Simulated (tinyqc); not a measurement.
Orbital energy against energy difference: ionisation energy by orbital energies and by energy differences in the 6-31g* basis, for H2O, spin multiplicity 1. Computed by the program tinyqc with PySCF. The cation is unrestricted; errors are against CCSD(T) in this basis, not against experiment.

Geometry (angstrom):
```
atom       x        y       z
O     0.0000   0.0000  0.0000
H     0.0000   0.7650  0.4940
H     0.0000  -0.7650  0.4940
```

CCSD(T) difference in the same basis = 12.1316 eV

IP-EOM-CCSD = 11.9533 eV

First vertical ionisation energy (eV):
```
method     -e(HOMO)  E(cation) - E  error of -e(HOMO)  error of the difference
HF           13.538       10.97033              1.407                   -1.161
LDA           6.316       12.83531             -5.816                    0.704
PBE           6.220       12.48135             -5.912                    0.350
B3LYP         7.940       12.52369             -4.192                    0.392
PBE0          8.315       12.40855             -3.817                    0.277
CAM-B3LYP     9.836       12.52122             -2.295                    0.390
LC-wPBE      11.311       12.57312             -0.821                    0.441
```

What does the comparison show, and why?

Koopmans errs by +1.41 eV and Delta-HF by -1.16 eV: relaxation, 2.57 eV, lowers the value and the missing correlation difference works against it. The PBE level is off by -5.9 eV through the wrong tail of its potential, though its energy difference is off by +0.35 eV; exact exchange deepens the level, and among the orbital energies LC-wPBE comes closest; among the differences PBE0 does.
